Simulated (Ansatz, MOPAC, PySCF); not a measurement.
**Band gap of rock-salt MgO: levels of theory against measurement**

Reference value: 8.36 eV (measured, zero-point renormalisation of 0.53 eV added back here (the table's ZPR column); inputs from Chen et al. (2018), doi:10.1103/physrevmaterials.2.073803).

Task: What do AM1 semi-empirical Hartree-Fock (MOPAC), LDA, PBE, PBE-D4, PBEsol-D3(BJ), rVV10, r²SCAN, HSE06-D3(BJ), r²SCAN0, Hartree–Fock, G0W0@PBE, QSGW@PBE give, and how far is each from the reference?

Result: 
| level (code) | value (eV) | cell (Å³/atom) | error (eV) |
|---|---|---|---|
| AM1 semi-empirical Hartree-Fock (MOPAC) | 10.52 | 9.31 | +2.16 |
| LDA (Ansatz) | 4.69 (direct) | 9.31 | -3.67 |
| PBE (Ansatz) | 4.78 (direct) | 9.31 | -3.58 |
| PBE-D4 (Ansatz) | 4.65 (direct) | 9.43 | -3.71 |
| PBEsol-D3(BJ) (Ansatz) | 4.89 (direct) | 9.10 | -3.47 |
| rVV10 (Ansatz) | 4.47 (direct) | 9.61 | -3.89 |
| r²SCAN (Ansatz) | 5.67 (direct) | 9.31 | -2.69 |
| HSE06-D3(BJ) (Ansatz) | 6.96 (direct) | 8.94 | -1.40 |
| r²SCAN0 (Ansatz) | 7.86 (direct) | 9.31 | -0.50 |
| Hartree–Fock (Ansatz) | 15.67 (direct) | 9.31 | +7.31 |
| G0W0@PBE (PySCF) | 7.38 ± 0.02 | 9.31 | -0.98 |
| QSGW@PBE (PySCF) | 9.05 ± 0.2 | 9.31 | +0.69 |

Leaving aside AM1 semi-empirical Hartree-Fock (MOPAC) (doubt noted below): Once the reference is moved by up to 0.10 eV (a margin picked here for doubts on the reference and the settings) and values within 0.03 eV count as equal, the nearest can be r²SCAN0 (-0.50 eV) or QSGW@PBE (+0.69 eV). Farthest off among them: Hartree–Fock (+7.31 eV). No ranked level lands within 0.3 eV.

Density-functional gaps are differences of (generalised) Kohn–Sham levels of a static lattice; semilocal ones lie below quasiparticle gaps as a rule. Measured gaps hold zero-point and thermal shifts unless a correction is named.  A ± on a computed value is a rough bar: the spread of its extrapolation, a floor set from checks against published values, or a statistical error. AM1 semi-empirical Hartree-Fock (MOPAC): the gap is read on the k mesh or supercell of the run alone and can be too large. AM1 semi-empirical Hartree-Fock (MOPAC): the method was fitted mainly to molecules. AM1 semi-empirical Hartree-Fock (MOPAC): gaps of these semi-empirical methods are Hartree–Fock-like level differences, and their formation enthalpies are fitted 298 K values. Values are at the measured cell; PBE-D4 at the level's own equilibrium cell; PBEsol-D3(BJ) at the level's own relaxed cell; rVV10 at the level's own relaxed cell; HSE06-D3(BJ) at the level's own equilibrium cell. Cutoffs and k meshes differ between the levels. Ansatz's density-functional and Hartree–Fock values are scalar-relativistic unless marked +SOC, with PAW data made under PBE.

Differences are worked out from the printed values.

Ansatz is a program for electronic structure.
